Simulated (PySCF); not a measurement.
Input file for PySCF: R-HF/3-21G on CH7NO (a complex).

```python
from pyscf import gto, scf, dft, mp
from pyscf.data.elements import chemcore

mol = gto.M(
    atom='''
    N    -0.97374799   -0.75779021   -0.35087763
    H    -1.06943499   -1.72662121   -0.07502463
    H    -1.56288799   -0.64435521   -1.16563763
    C    -1.45719299    0.11028979    0.72949937
    H    -1.35304399    1.14735579    0.42164737
    H    -2.49502099   -0.06311421    1.02063037
    H    -0.82530699   -0.02939521    1.60274037
    O     2.14996601    0.63157479   -0.26446963
    H     1.33244901    0.13530279   -0.43762263
    H     2.73186801    0.37307779   -0.98021563
    ''',
    basis='3-21g',
    charge=0, spin=0, verbose=3, max_memory=1800)
mf = scf.RHF(mol)
mf.conv_tol = 1e-8
mf.max_cycle = 100
mf.kernel()
if not mf.converged:
    mf = mf.newton().run(mf.mo_coeff, mf.mo_occ)
```

Output:

```
converged SCF energy = -170.277207950084
```

The run converged.

Cost: around 0.09 core-seconds (rough).
